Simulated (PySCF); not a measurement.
# Simulated absorption spectrum

C4H5N.
SMILES with atom numbers: `[CH2:1]=[CH:2][C:3]1=[N:4][CH2:5]1` (hydrogens: H6, H7 on C1; H8 on C2; H9, H10 on C5)

Method: PySCF 2.14.0, density-fitted response routines, TDDFT PBE0/def2-SVPD, vertical, gas phase, core orbitals frozen in the response. The structure is a single PBE0-D3(BJ)/def2-SVP conformer in the gas phase; no vibrational or solvent corrections. Torsions of this conformer, `[CH2:1]=[CH:2][C:3]1=[N:4][CH2:5]1`: C1–C2–C3–N4 180°.

Computed states:

```
state  E (eV)       f
   S1    4.44  0.0002
   S2    5.63   0.302
   S3    6.91  0.0028
   S4    7.06   0.147
   S5    7.44   0.044
   S6    7.61  0.0003
   S7    7.64   0.078
   S8    7.75  0.0000
   S9    7.91  0.0020
  S10    8.12   0.048
```

Broadening: Gaussians 0.4 eV wide at half height, area fixed by f = 4.319×10⁻⁹ ∫ε dν̃. The width is an assumption, not a result. The curve ends short of the highest state used, and states not computed would add to its high-energy end.

(1) What does the envelope look like, and where are its maxima?

(2) Coming from long wavelengths, where does ε first pass 100 L mol⁻¹ cm⁻¹?

(3) On this curve, what absorbance would a 10⁻⁴ mol/L sample give at 248 nm over a 1 cm path?

Answers

(1) 
| E (eV) | ε (L mol⁻¹ cm⁻¹) |
| --- | --- |
| 3.84 | 0 |
| 3.97 | 0 |
| 4.10 | 2 |
| 4.22 | 6 |
| 4.35 | 13 |
| 4.48 | 14 |
| 4.60 | 10 |
| 4.73 | 4 |
| 4.86 | 1 |
| 4.98 | 12 |
| 5.11 | 176 |
| 5.24 | 1387 |
| 5.36 | 5556 |
| 5.49 | 14226 |
| 5.62 | 20281 |
| 5.75 | 16096 |
| 5.87 | 7732 |
| 6.00 | 1989 |
| 6.13 | 285 |
| 6.25 | 28 |
| 6.38 | 6 |
| 6.51 | 60 |
| 6.63 | 426 |
| 6.76 | 2128 |
| 6.89 | 6078 |
| 7.01 | 9725 |
| 7.14 | 9754 |
| 7.27 | 7086 |
| 7.40 | 6280 |
| 7.52 | 7094 |

Maxima: 279 nm (4.44 eV), ε about 15, made up of S1 (100%); 220 nm (5.63 eV), ε about 20000, made up of S2 (100%); 175 nm (7.07 eV), ε about 10000, made up of S4 (96%) (ε in L mol⁻¹ cm⁻¹; maxima over ε = 5, shares over 10%). At its high-energy end, 7.52 eV, the curve is still rising (ε about 7100, from S5 and S7).

(2) At about 244 nm (5.08 eV), 0.64 eV above S1.

(3) 248 nm is 4.999 eV, where ε is about 19 L mol⁻¹ cm⁻¹, so A = ε c l ≈ 0.0019 (Beer–Lambert, with the gas-phase spectrum and the assumed width).

All these states lie below the vertical ionisation energy of 9.78 eV (ΔSCF).
